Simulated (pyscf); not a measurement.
Structures and frequencies: ωB97X-D3(BJ)/def2-SVP in PySCF. MP2 and CC: frozen core, UHF for open shells. ΔMP2 is the change of the MP2 total energy from the triple- to the quadruple-zeta basis.

Task: PBE/def2-TZVP puts the barrier of HO–SiH: [singlet] + ammonia (NH₃) → H₂N–SiH₂–OH (insertion; singlet surface; H–N broken, N–Si, H–Si formed) at 10.4 kcal/mol and the reaction energy at -55.9 kcal/mol, from the separated reactants. What do r²SCAN/def2-TZVP, ωB97M-D3(BJ)/def2-TZVP, CCSD(T)/def2-TZVPP + ΔMP2(QZVPP) give on the same structures?

Result: r²SCAN: ΔE‡ = 9.7 kcal/mol, ΔE = -63.2 kcal/mol; ωB97M-D3(BJ): ΔE‡ = 19.1 kcal/mol, ΔE = -57.8 kcal/mol; CCSD(T): ΔE‡ = 18.9 kcal/mol, ΔE = -59.0 kcal/mol. PBE's barrier lies among them. Its reaction energy lies over all of them, by 1.9 to 7.3 kcal/mol. On the reactant side the descent ends in an adduct with a N–Si contact, 20.1 kcal/mol under the separated species and 36.7 kcal/mol under the saddle at ωB97X-D3(BJ)/def2-TZVP. What is counted as formed (N–Si) is already present as a longer contact in the reactant adduct; forming that adduct is a step of its own. At ωB97X-D3(BJ) the barrier from the zero used here is 16.6 kcal/mol. The same reactants have a lower exit, to H₂N–SiH: [singlet] + H₂O (highest point, the separated products, at +3.9 kcal/mol at ωB97M-D3(BJ), against +19.1 kcal/mol here). This is the saddle that the search found; another between the same sides may lie lower. The CCSD(T) − MP2 part came from Ansatz, without density fitting, on the same reference.
